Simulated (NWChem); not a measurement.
Molecule: carbon disulfide (CS2); SMILES S=C=S

```xyz
3

S     -1.5618     0.0573     0.0172
C      0.0000     0.0002     0.0000
S      1.5618    -0.0572    -0.0172
```
Atoms are numbered in this order, from 1.

Geometry: optimised at B3LYP/6-31G* (spherical d).

**Question.** List the 6 lowest vertical singlet excitations and the 6 lowest triplet ones from LRC-wPBEh/6-31+G* (spherical d), full TDDFT (NWChem).

**Answer.** 
```csv
state,energy (eV),oscillator strength,leading excitation (squared amplitude)
S1,3.83,0.000,HOMO−1 → LUMO+1 (0.36)
S2,4.16,0.000,HOMO−1 → LUMO+1 (0.33)
S3,4.16,0.000,HOMO−1 → LUMO (0.33)
S4,6.73,1.083,HOMO−1 → LUMO (0.32)
S5,7.04,0.000,HOMO−1 → LUMO+2 (0.96)
S6,7.04,0.000,HOMO → LUMO+2 (0.96)
T1,2.95,spin-forbidden,HOMO−1 → LUMO (0.37)
T2,3.32,spin-forbidden,HOMO−1 → LUMO+1 (0.33)
T3,3.32,spin-forbidden,HOMO−1 → LUMO (0.33)
T4,3.83,spin-forbidden,HOMO−1 → LUMO+1 (0.36)
T5,6.78,spin-forbidden,HOMO−1 → LUMO+2 (0.51)
T6,6.78,spin-forbidden,HOMO → LUMO+2 (0.51)
```
